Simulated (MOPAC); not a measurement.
MOPAC input (PM3):

```
PM3 FORCE THERMO(298,298) PRECISE LET GEO-OK AUX(PRECISION=9) THREADS=1
C3H4

C    -0.00101151 1   -0.00043218 1    0.21034222 1
C    -0.00675167 1   -0.00286535 1    1.40181856 1
C     0.00588514 1    0.00250065 1   -1.22225887 1
H    -0.01187445 1   -0.00504194 1    2.46572086 1
H     0.01514485 1    1.03043412 1   -1.60786821 1
H     0.89358162 1   -0.51668932 1   -1.60680150 1
H    -0.88546486 1   -0.50386974 1   -1.61534275 1
```

From the output:

```
     H    7   5.393368

          HEAT OF FORMATION =      40.188085 KCALS/MOLE

          ZERO POINT ENERGY      35.186 KCAL/MOL

           NORMAL COORDINATE ANALYSIS (Total motion = 1 Angstrom)

   Root No.       1         2         3         4         5         6         7         8

                 1 E       1 E       2 E       2 E       3 E       3 E       1 A1      4 E

                 391.3     391.3     844.5     844.5     980.7     980.7    1064.4    1377.3

           1    0.0000    0.0000    0.0000    0.0000    0.0000    0.0000   -0.0489   -0.0000
           2    0.1389    0.0163    0.0307    0.0016    0.0630    0.0215    0.0000   -0.0004
           3   -0.0164    0.1383   -0.0016    0.0303   -0.0216    0.0625   -0.0000   -0.0008
           4   -0.0000   -0.0000   -0.0000   -0.0000   -0.0000   -0.0000   -0.0858    0.0000
           5   -0.0589   -0.0069   -0.0946   -0.0048   -0.0222   -0.0076    0.0000   -0.0000
           6    0.0069   -0.0586    0.0049   -0.0935    0.0076   -0.0221   -0.0000   -0.0001
           7   -0.0000   -0.0000    0.0000    0.0000   -0.0000   -0.0000    0.0863   -0.0000
           8   -0.0313   -0.0037    0.0209    0.0011   -0.0658   -0.0224   -0.0000   -0.0174
           9    0.0037   -0.0312   -0.0011    0.0207    0.0226   -0.0653    0.0000   -0.0412
          10   -0.0000   -0.0000    0.0000    0.0000    0.0000    0.0000   -0.0952   -0.0000
          11   -0.2584   -0.0303    0.5989    0.0305    0.0682    0.0233    0.0000   -0.0003
          12    0.0305   -0.2572   -0.0309    0.5919   -0.0235    0.0677   -0.0000   -0.0007
          13   -0.1698    0.0945   -0.1048    0.0672    0.3561   -0.1078    0.2240    0.0342
          14   -0.1071   -0.0134   -0.0284   -0.0024    0.0735    0.0303    0.0340    0.2626
          15    0.0119   -0.1073    0.0005   -0.0289   -0.0222    0.0792   -0.0247    0.3346
          16    0.1671    0.0991    0.1113    0.0561   -0.2721   -0.2522    0.2240    0.1107
          17   -0.1069   -0.0119   -0.0282   -0.0007    0.0746    0.0214   -0.0384   -0.1695
          18    0.0134   -0.1074    0.0023   -0.0291   -0.0312    0.0781   -0.0171    0.2505
          19    0.0027   -0.1936   -0.0065   -0.1233   -0.0840    0.3600    0.2240   -0.1449
          20   -0.1083   -0.0125   -0.0299   -0.0013    0.0818    0.0268    0.0043    0.1194
          21    0.0127   -0.1060    0.0016   -0.0275   -0.0257    0.0709    0.0418   -0.0817

   Root No.       9        10        11        12        13        14        15

                 4 E       2 A1      3 A1      5 E       5 E       4 A1      5 A1

                1377.3    1383.5    2325.7    3068.1    3068.1    3154.4    3361.5

           1   -0.0000   -0.0100    0.2961   -0.0000   -0.0000   -0.0002    0.0279
           2   -0.0008    0.0000   -0.0000   -0.0000   -0.0000    0.0000   -0.0000
           3    0.0004    0.0000    0.0000    0.0000   -0.0000    0.0000    0.0000
           4   -0.0000   -0.0420   -0.1992   -0.0000   -0.0000    0.0000   -0.0981
           5   -0.0001    0.0000    0.0000   -0.0002   -0.0001    0.0000    0.0000
           6    0.0000    0.0000   -0.0000    0.0001   -0.0002    0.0000   -0.0000
           7   -0.0000    0.1157   -0.0620   -0.0000   -0.0000    0.0248   -0.0017
           8   -0.0414   -0.0000    0.0000   -0.0518   -0.0172   -0.0000   -0.0000
           9    0.0175   -0.0000   -0.0000    0.0175   -0.0508   -0.0000    0.0000
          10   -0.0000   -0.0503   -0.3867   -0.0000   -0.0000   -0.0038    0.8605
          11   -0.0007    0.0000    0.0000   -0.0002   -0.0001    0.0000   -0.0000
          12    0.0003    0.0000   -0.0000    0.0001   -0.0002    0.0000    0.0000
          13   -0.1482   -0.2360   -0.0096   -0.1615    0.0492   -0.0965   -0.0014
          14    0.0010   -0.0897    0.0130    0.3532   -0.1239    0.2502    0.0030
          15    0.1214    0.0650   -0.0094   -0.2659    0.0587   -0.1813   -0.0022
          16    0.1038   -0.2360   -0.0096    0.1242    0.1126   -0.0965   -0.0014
          17    0.0854    0.1012   -0.0146    0.3029    0.2893   -0.2821   -0.0034
          18   -0.3123    0.0452   -0.0065    0.1553    0.1080   -0.1260   -0.0015
          19    0.0443   -0.2360   -0.0096    0.0373   -0.1619   -0.0965   -0.0014
          20    0.4188   -0.0114    0.0017   -0.0366    0.0400    0.0319    0.0004
          21   -0.0223   -0.1102    0.0159   -0.0988    0.4412    0.3074    0.0037

           MASS-WEIGHTED COORDINATE ANALYSIS (NORMAL COORDINATES)

   Root No.       1         2         3         4         5         6         7         8

                 1 E       1 E       2 E       2 E       3 E       3 E       1 A1      4 E

                 391.3     391.3     844.5     844.5     980.7     980.7    1064.4    1377.3

           1    0.0000    0.0000    0.0000    0.0000    0.0000    0.0000   -0.2774   -0.0000
           2    0.7193    0.0699    0.1484    0.0065    0.3679    0.1249    0.0000   -0.0021
           3   -0.0699    0.7193   -0.0065    0.1484   -0.1249    0.3679   -0.0000   -0.0049
           4   -0.0000   -0.0000   -0.0000   -0.0000   -0.0000   -0.0000   -0.4871    0.0000
           5   -0.3049   -0.0296   -0.4579   -0.0201   -0.1299   -0.0441    0.0000   -0.0003
           6    0.0296   -0.3049    0.0201   -0.4579    0.0441   -0.1299   -0.0000   -0.0006
           7   -0.0000   -0.0000    0.0000    0.0000   -0.0000   -0.0000    0.4898   -0.0000
           8   -0.1621   -0.0158    0.1013    0.0044   -0.3842   -0.1304   -0.0000   -0.1017
           9    0.0158   -0.1621   -0.0044    0.1013    0.1304   -0.3842    0.0000   -0.2400
          10   -0.0000   -0.0000    0.0000    0.0000    0.0000    0.0000   -0.1565   -0.0000
          11   -0.3875   -0.0377    0.8399    0.0368    0.1155    0.0392    0.0000   -0.0005
          12    0.0377   -0.3875   -0.0368    0.8399   -0.0392    0.1155   -0.0000   -0.0011
          13   -0.2511    0.1472   -0.1461    0.0964    0.6013   -0.1859    0.3684    0.0573
          14   -0.1606   -0.0169   -0.0399   -0.0031    0.1244    0.0511    0.0559    0.4428
          15    0.0144   -0.1617    0.0004   -0.0409   -0.0370    0.1350   -0.0405    0.5646
          16    0.2531    0.1439    0.1566    0.0783   -0.4616   -0.4278    0.3684    0.1870
          17   -0.1603   -0.0146   -0.0395   -0.0006    0.1262    0.0359   -0.0631   -0.2856
          18    0.0167   -0.1619    0.0029   -0.0414   -0.0522    0.1332   -0.0282    0.4215
          19   -0.0019   -0.2911   -0.0105   -0.1748   -0.1397    0.6137    0.3684   -0.2443
          20   -0.1625   -0.0155   -0.0419   -0.0015    0.1385    0.0451    0.0071    0.2025
          21    0.0158   -0.1598    0.0020   -0.0390   -0.0430    0.1209    0.0687   -0.1378

   Root No.       9        10        11        12        13        14        15

                 4 E       2 A1      3 A1      5 E       5 E       4 A1      5 A1

                1377.3    1383.5    2325.7    3068.1    3068.1    3154.4    3361.5

           1   -0.0000   -0.0554    0.7807   -0.0000   -0.0000   -0.0012    0.1035
           2   -0.0049    0.0000   -0.0000   -0.0000   -0.0000    0.0000   -0.0000
           3    0.0021    0.0000    0.0000    0.0000   -0.0000    0.0000    0.0000
           4   -0.0000   -0.2330   -0.5254   -0.0000   -0.0000    0.0002   -0.3642
           5   -0.0006    0.0000    0.0000   -0.0010   -0.0003    0.0000    0.0000
           6    0.0003    0.0000   -0.0000    0.0003   -0.0010    0.0000   -0.0000
           7   -0.0000    0.6410   -0.1634   -0.0000   -0.0000    0.1509   -0.0062
           8   -0.2400   -0.0000    0.0000   -0.2813   -0.0983   -0.0000   -0.0000
           9    0.1017   -0.0000   -0.0000    0.0983   -0.2813   -0.0000    0.0000
          10   -0.0000   -0.0807   -0.2954   -0.0000   -0.0000   -0.0066    0.9255
          11   -0.0011    0.0000    0.0000   -0.0004   -0.0001    0.0000   -0.0000
          12    0.0005    0.0000   -0.0000    0.0001   -0.0004    0.0000    0.0000
          13   -0.2490   -0.3788   -0.0073   -0.2559    0.0766   -0.1702   -0.0015
          14    0.0010   -0.1440    0.0099    0.5599   -0.1936    0.4411    0.0032
          15    0.2030    0.1044   -0.0072   -0.4208    0.0900   -0.3197   -0.0023
          16    0.1741   -0.3788   -0.0073    0.1943    0.1833   -0.1702   -0.0015
          17    0.1440    0.1624   -0.0112    0.4735    0.4707   -0.4974   -0.0036
          18   -0.5254    0.0725   -0.0050    0.2434    0.1764   -0.2222   -0.0016
          19    0.0749   -0.3788   -0.0073    0.0616   -0.2599   -0.1702   -0.0015
          20    0.7033   -0.0184    0.0013   -0.0585    0.0638    0.0563    0.0004
          21   -0.0373   -0.1769    0.0122   -0.1635    0.7084    0.5418    0.0040

          DESCRIPTION OF VIBRATIONS

 VIBRATION          2    1E          ATOM PAIR     ENERGY CONTRIBUTION    RADIAL
 FREQUENCY           391.26         C 1 -- C 2         +29.7% (114.9%)      0.0%
 TRANSITION DIPOLE   0.3892         C 1 -- C 3         +28.3% (112.2%)      0.0%
 TRAVEL (Ang.)       0.2241         C 3 -- H 7         +18.4% ( 90.5%)     13.0%
 REDUCED MASS        3.4306         C 3 -- H 5          +9.4% ( 64.5%)     13.0%
 EFFECTIVE MASS     14.9565
 FORCE CONSTANT      0.3094

 VIBRATION          4    2E          ATOM PAIR     ENERGY CONTRIBUTION    RADIAL
 FREQUENCY           844.54         C 2 -- H 4         +79.4% ( 94.1%)      0.0%
 TRANSITION DIPOLE   0.5761         C 1 -- C 2          +7.8% ( 29.4%)      0.0%
 TRAVEL (Ang.)       0.2769         C 3 -- H 7          +5.5% ( 24.7%)      9.6%
 REDUCED MASS        1.0417         C 3 -- H 5          +3.1% ( 18.5%)      5.0%
 EFFECTIVE MASS      2.7657
 FORCE CONSTANT      0.4377

 VIBRATION          6    3E          ATOM PAIR     ENERGY CONTRIBUTION    RADIAL
 FREQUENCY           980.72         C 3 -- H 7         +35.6% ( 76.6%)     11.0%
 TRANSITION DIPOLE   0.0920         C 3 -- H 6         +25.2% ( 64.5%)      7.4%
 TRAVEL (Ang.)       0.2925         C 3 -- H 5         +17.3% ( 53.4%)      2.0%
 REDUCED MASS        0.8039         C 1 -- C 3         +17.2% ( 53.2%)      0.0%
 EFFECTIVE MASS      4.5107
 FORCE CONSTANT      0.4556

 VIBRATION          7    1A1         ATOM PAIR     ENERGY CONTRIBUTION    RADIAL
 FREQUENCY          1064.41         C 1 -- C 3         +28.7% ( 87.3%)    100.0%
```
